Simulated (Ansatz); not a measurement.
This Ansatz (an electronic-structure program) input (MP2/cc-pCVQZ) gives -189.03680 Eh with 282 basis functions. A basis named .json is the Basis Set Exchange file of that set (core-valence sets with the plain set on hydrogen).

Ansatz 0.2 input:
```yaml
crystal:
  periodic: [false, false, false]
  atoms:
    - {symbol: O, position_ang: [-1.04654174, -0.38868140, -0.00062933]}
    - {symbol: C, position_ang: [-0.01375265, 0.43909737, 0.00455308]}
    - {symbol: O, position_ang: [1.14788679, 0.22368781, -0.00139048]}
    - {symbol: H, position_ang: [-0.72824441, -1.31463559, -0.01116004]}
basis:
  gaussian:
    orbitals: cc-pCVQZ.json
magnetization: {spin_polarized: true, initial_magnetization: 1}
correlation: {method: mp2, frozen_orbitals: {C: 0, H: 0, O: 0}}
```

Change:
```diff
- correlation: {method: mp2, frozen_orbitals: {C: 0, H: 0, O: 0}}
+ correlation: {method: mp2, electrons: outside_noble_gas}
```

Task: What does the run give now?

Result: -188.86901 Eh (MP2/cc-pCVQZ, 282 functions), a change of +167.79 mEh.
